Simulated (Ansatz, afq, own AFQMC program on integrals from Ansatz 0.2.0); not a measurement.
CH₃, doublet: AFQMC among the cluster methods

```xyz
4

C     0.0000    0.0000    0.0000
H     1.0799    0.0140   -0.0003
H    -0.5521    0.9282   -0.0027
H    -0.5278   -0.9423    0.0031
```

Basis 6-31G. Noble-gas cores (and the filled d shells of Ga–Kr and In–Xe) are frozen. Ansatz 0.2.0 and our own AFQMC program on the same integrals; the CISD trial comes from CCSD amplitudes, and released means the phaseless constraint is let go. Free projection: walkers drawn from exp(T), propagated without any constraint. Its projection time is finite, and what remains of the start isn't in its error. Uncertainties: one standard error, sampling alone.

Determinant: UHF, the one that the program's search chose, which needn't be the lowest solution. The geometry is a point of a scan.

Full CI on the same integrals is exact in this basis and with this determinant's frozen core.

```
T1 diagnostic                               : 0.0057
weight of the determinant in the CISD state : 0.955
⟨S²⟩ of the determinant                     : 0.762
size of the correlated space                : 7 electrons in 14 orbitals
```

```tsv
level	correlation energy (eV)
MP2	-2.0556
CCSD	-2.5480
CCSD(T)	-2.5765
```

Estimate where full CI lies against CCSD(T) on the same integrals.

0.8 kJ/mol below CCSD(T).

Reference: full CI, correlation energy -2.585 eV. The released energy is read at 2.40 1/Eh (meV from the phaseless value at times in 1/Eh: 0.5 ± 0.8 at 0.24, 1.5 ± 0.7 at 0.51, 2.3 ± 0.5 at 0.99, 1.9 ± 0.4 at 1.62, 1.7 ± 0.7 at 2.40).

| level | E − E(reference) (kJ/mol) | share of correlation (%) |
| --- | --- | --- |
| CCSD(T) | 0.8 | 99.67 |
| CCSDT | 0.2 | 99.90 |
| CCSDT(Q) | 0.0 | 99.99 |
| CCSDTQ | 0.0 | 100.00 |
| ph-AFQMC/HF | -3.2 ± 1.5 | 101.29 |
| ph-AFQMC/CISD | -0.2 ± 0.1 | 100.08 |
| released AFQMC | 0.0 ± 0.07 | 100.02 |
| free AFQMC | 0.0 ± 0.06 | 99.98 |

CCSDT and higher add their correlation energy to the determinant of the CCSD(T) run, since their own runs factorise the integrals more tightly (a shift of under 2 meV). Free projections are given only where their last times agree within the noise and don't stop above the reference; a slow remainder of the start can still hide under it. A walk keeps the symmetry of its determinant, which the program's search chose and which needn't be the lowest solution, so a lower state of the same spin and another symmetry isn't excluded. Released energies are given only where the last usable release times agree within the noise; a slower fall can still hide under it.
